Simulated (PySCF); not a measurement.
Si: electron affinity

Si⁻ [Ne] 3s2 3p3 (4S) → Si [Ne] 3s2 3p2 (3P), as a difference of total energies. Computed with PySCF 2.14 in x2c-TZVPPall with one added diffuse shell each of s, p, d type (6s6p4d1f, 51 functions), with the spin-free X2C one-electron Hamiltonian (Gaussian nucleus). Correlated levels: valence: [Ne] frozen. The calculations carry no spin-orbit coupling.

```csv
method,electron affinity (eV),plus first-order spin-orbit estimate,error of that sum (eV)
UHF,0.845,0.828,-0.562
MP2 (valence),1.361,1.344,-0.046
SCS-MP2 (valence),1.184,1.168,-0.222
CCSD (valence),1.303,1.287,-0.103
CCSD(T) (valence),1.357,1.341,-0.049
```

Reference: 1.390 eV (measured; photodetachment measurements, as compiled on the Wikipedia data page of electron affinities).

A first-order spin-orbit estimate (lowest level to lowest level, LS coupling) adds -0.016 eV.

Errors of the correlated levels include the incompleteness of this basis and the frozen core.
